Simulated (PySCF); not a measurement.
BeH, charge +1. Atoms are numbered in the order given.

```xyz
2

Be     0.0000     0.0000    -0.2647
H      0.0000     0.0000     1.0589
```
Charge +1, spin multiplicity 1.

Coordinates come from a PBE0-D3(BJ)/def2-TZVPD optimisation. The spin state was assumed, not searched.

The numbers are results of PBE/pcSseg-2 (PySCF), not measurements.

GIAO shieldings, no solvent; atoms alike by connectivity are averaged. δ = σ(ref) − σ: ¹H against TMS (σ = 31.47 ppm), references at their B3LYP-D3(BJ)/def2-TZVP geometries, non-relativistic.

Task: Estimate the chemical shifts. (Estimate from the structure and the level; the computed values follow.)

Result: 
```
nucleus  atoms  count  δ (ppm)
-------  -----  -----  -------
¹H          H2      1     6.99
```
